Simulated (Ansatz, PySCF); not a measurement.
Molecule: dihydrogen, H2 (charge 0, singlet). 
Structure (B3LYP-D3(BJ)/def2-TZVP (Ansatz, a program for electronic structure) minimum search):
SMILES: [H][H]
```xyz
2

H      0.0000     0.0000    -0.3720
H      0.0000     0.0000     0.3720
```

Quantity: atomisation energy (electronic, to ground-state atoms), in eV. Open shells are spin-unrestricted. No spin-orbit coupling. Non-relativistic. CBS(X,Y): correlation extrapolated as X^-3; Hartree-Fock from the larger set (for Q and 5 zeta extrapolated as (X+1)exp(-9√X)). [CCSD(T)-MP2]/basis is that difference in the basis named.

| level | program | atomisation energy (eV) | minus last row |
|---|---|---|---|
| HF/cc-pVDZ | Ansatz | 3.54 | -1.21 |
| HF/def2-QZVPP | Ansatz | 3.63 | -1.12 |
| PBE/def2-TZVPD | Ansatz | 4.53 | -0.22 |
| BP86/def2-TZVPD | PySCF | 4.83 | 0.08 |
| TPSS/def2-TZVPD | PySCF | 4.89 | 0.14 |
| PBE0/def2-SVP | Ansatz | 4.44 | -0.31 |
| TPSSh-D4/def2-TZVPD | PySCF + dftd4 | 4.88 | 0.13 |
| r2SCAN0/def2-TZVPD | Ansatz | 4.64 | -0.11 |
| SCS-MP2/def2-SVP | Ansatz | 4.41 | -0.34 |
| CCSD/6-31G | Ansatz | 4.22 | -0.53 |
| CCSD/aug-cc-pVDZ | Ansatz | 4.52 | -0.23 |
| CCSD(T)/cc-pVDZ | Ansatz | 4.49 | -0.26 |
| CCSD(T)/cc-pV5Z | Ansatz | 4.74 | -0.01 |
| RI-MP2/CBS(aug-cc-pVTZ,aug-cc-pVQZ)+[CCSD(T)-MP2]/aug-cc-pVTZ | Ansatz | 4.77 | 0.02 |
| CCSD(T)/CBS(cc-pVQZ,cc-pV5Z) | Ansatz | 4.75 | 0.00 |
